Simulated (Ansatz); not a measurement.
Input file:

```yaml
crystal:
  periodic: [false, false, false]
  atoms:
    - {symbol: B, position_ang: [0.000000, 0.000000, 0.000000]}
    - {symbol: Cl, position_ang: [0.000000, 0.000000, 3.137000]}
basis:
  gaussian: {orbitals: 6-31G}
magnetization: {spin_polarized: true, initial_magnetization: 2}
correlation: {method: ccsdtq, electrons: outside_noble_gas}
```

```sh
$ ansatz run in.yaml --threads 1 --pin off --events-out ev --progress --plain --max-ram 2393MiB
```

The program prints:

```
431 factors; integrals over basis functions are off by at most 8.1e-8 eV
mean field evaluation 1: about -13168.5525 eV, gradient 5.8e0 eV
mean field evaluation 2: about -13168.5709 eV, gradient 5.8e0 eV
mean field evaluation 4: about -13169.2469 eV, gradient 6.4e-1 eV
mean field evaluation 8: about -13169.2635 eV, gradient 1.4e-2 eV
mean field evaluation 16: about -13169.2271 eV, gradient 2.2e-1 eV
mean field evaluation 32: about -13169.2635 eV, gradient 8.1e-6 eV
mean field evaluation 64: about -13169.2364 eV, gradient 8.8e-5 eV
mean field evaluation 96: about -13169.2166 eV, gradient 1.8e-1 eV
mean field evaluation 128: about -13169.2516 eV, gradient 1.8e-1 eV
mean field evaluation 160: about -13169.2392 eV, gradient 4.3e-1 eV
...
mean field -13169.26352966 eV, -483.9615082676 hartree, gradient 5.0e-6 eV, S^2 2.024351; 25 other end points of the search recorded, 0 dependent functions left out
determinant -13169.26352966 eV, -483.9615082676 hartree, with singles and doubles -13171.26223678 eV, -484.0349593996 hartree
determinant -13169.23638220 eV, -483.9605106167 hartree, with singles and doubles -13171.22721438 eV, -484.0336723501 hartree
determinant -13169.21484345 eV, -483.9597190824 hartree, with singles and doubles -13171.20490976 eV, -484.0328526705 hartree
determinant -13169.14093695 eV, -483.9570030686 hartree, with singles and doubles -13171.13406647 eV, -484.0302492273 hartree
determinant -13168.99508118 eV, -483.9516429679 hartree, with singles and doubles -13170.99147895 eV, -484.0250092326 hartree
determinant -13167.24487378 eV, -483.8873240323 hartree, with singles and doubles -13168.26824956 eV, -483.9249323985 hartree
determinant -13167.12490914 eV, -483.8829154132 hartree, with singles and doubles -13168.13351422 eV, -483.9199809659 hartree
determinant -13166.99245430 eV, -483.8780477876 hartree, with singles and doubles -13168.00201896 eV, -483.9151486045 hartree
determinant -13166.94996904 eV, -483.8764864831 hartree, with singles and doubles -13167.94651477 eV, -483.9131088631 hartree
determinant -13166.24400483 eV, -483.8505427767 hartree, with singles and doubles -13168.62768224 eV, -483.9381413059 hartree
determinant -13169.26352966 eV, -483.9615082676 hartree, with singles and doubles -13171.26389709 eV, -484.0350204146 hartree
determinant -13169.23638220 eV, -483.9605106167 hartree, with singles and doubles -13171.22770701 eV, -484.0336904537 hartree
determinant -13169.21484345 eV, -483.9597190824 hartree, with singles and doubles -13171.20452635 eV, -484.0328385802 hartree
determinant -13169.14093695 eV, -483.9570030686 hartree, with singles and doubles -13171.13622991 eV, -484.0303287324 hartree
determinant -13168.99508118 eV, -483.9516429679 hartree, with singles and doubles -13170.99223674 eV, -484.0250370810 hartree
6 core orbitals not correlated: weight in the atoms' cores, before any rotation towards them, 1.000 or more for the frozen orbitals, at most 0.000 for the correlated occupied ones
reference -13169.26352966 eV, -483.9615082676 hartree; 6, 4 occupied and 10, 12 virtual orbitals, 431 factors
second order -1.32934579 eV of doubles, -0.00000000 eV of singles
...
cycle  40  -2.02969999 eV  change    1.3e-7 eV  update   6.8e-6
cycle  41  -2.02969988 eV  change    1.1e-7 eV  update   1.5e-5
cycle  42  -2.02969981 eV  change    7.4e-8 eV  update   8.0e-6
cycle  43  -2.02969977 eV  change    3.8e-8 eV  update   4.2e-6
cycle  44  -2.02969977 eV  change  -6.2e-10 eV  update   5.1e-6
cycle  45  -2.02969980 eV  change   -2.8e-8 eV  update   3.7e-6
cycle  46  -2.02969982 eV  change   -1.9e-8 eV  update   5.9e-6
cycle  47  -2.02969983 eV  change   -1.7e-8 eV  update   2.9e-6
cycle  48  -2.02969984 eV  change   -7.2e-9 eV  update   1.4e-6
cycle  49  -2.02969984 eV  change   -2.4e-9 eV  update   4.3e-7
Total energy: -13171.29322950 eV, -484.0360983611 hartree
```

For the same geometry and basis full CI lies 0.2 meV higher.

Ran on 1 thread of Arm Neoverse V1, shared host: 1.8 min wall, 0.39 GiB peak host memory.
